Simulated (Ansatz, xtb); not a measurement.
**Relative energy of two structures of HNPSi**

Structure X is `[Si]#[N+][PH-]`, a doublet and structure Y is a doublet given by its coordinates. Both are isolated molecules in the gas phase, relaxed with B3LYP-D3(BJ)/6-311G**.

X (Å):

```tsv
atom	x (Å)	y (Å)	z (Å)
N	-1.6298	-2.6848	2.3839
P	-2.3154	-3.9629	1.5943
Si	-0.9639	-1.3750	2.9981
H	-2.4742	-4.8454	2.7196
```

Y (Å):

```xyz
4

N    -2.0951   -3.5617    2.2337
P    -0.6745   -2.6821    2.8210
Si   -2.8761   -2.0889    2.5933
H    -2.1870   -4.5053    1.8864
```

Close contacts (Å): N1–P2 1.77, N1–Si3 1.71, P2–Si3 2.29, N1–H4 1.01.

Quicker runs give these differences E(Y) − E(X): GFN2-xTB +34.4 kJ/mol; HF/STO-3G +20.8 kJ/mol (at GFN2-xTB geometries); r2SCAN-D4/def2-SVP +9.1 kJ/mol (at GFN2-xTB geometries).

**Question.** Estimate E(Y) − E(X) at the level CCSD(T)/def2-TZVP.

**Answer.** Calculated at CCSD(T)/def2-TZVP: E(Y) − E(X) = +10.5 kJ/mol, so structure X lies lower.

How the difference moves with the method:

| level | geometry | E(Y) − E(X) (kJ/mol) | departure from the last row (kJ/mol) | job, with rough time for the two |
| --- | --- | --- | --- | --- |
| GFN2-xTB | GFN2-xTB | +34.4 | +23.9 | optimisation, 0.52 s |
| HF/STO-3G | GFN2-xTB | +20.8 | +10.3 | single point, 2 s |
| r2SCAN-D4/def2-SVP | GFN2-xTB | +9.1 | −1.4 | single point, 9.6 s |
| B3LYP-D3(BJ)/6-311G** | B3LYP-D3(BJ)/6-311G** | +27.3 | +16.8 | optimisation, 1.7 min |
| HF/def2-TZVP | B3LYP-D3(BJ)/6-311G** | +20.8 | +10.3 | part of the CCSD(T) run |
| MP2/def2-TZVP | B3LYP-D3(BJ)/6-311G** | +6.5 | −4.0 | part of the CCSD(T) run |
| CCSD(T)/def2-TZVP | B3LYP-D3(BJ)/6-311G** | +10.5 |  | single point, 72 s |

None of the levels shown reverses the order. The largest departure from CCSD(T)/def2-TZVP is that of GFN2-xTB, 23.9 kJ/mol.

With harmonic frequencies from B3LYP-D3(BJ)/6-311G** (ideal gas, rigid rotor, one conformer each, 298.15 K, 1 atm): the zero-point term adds +8.5 kJ/mol; ΔH is +18.0 and ΔG +18.6 kJ/mol.

Open shells are spin-unrestricted, with notable spin contamination under HF/STO-3G, HF/def2-TZVP, MP2/def2-TZVP, CCSD(T)/def2-TZVP. The correlated steps freeze 11 core orbitals. Codes used: Ansatz 0.2.0, xtb 6.7.1; the last row on 1 thread of AMD EPYC (Zen 3) on a shared host.
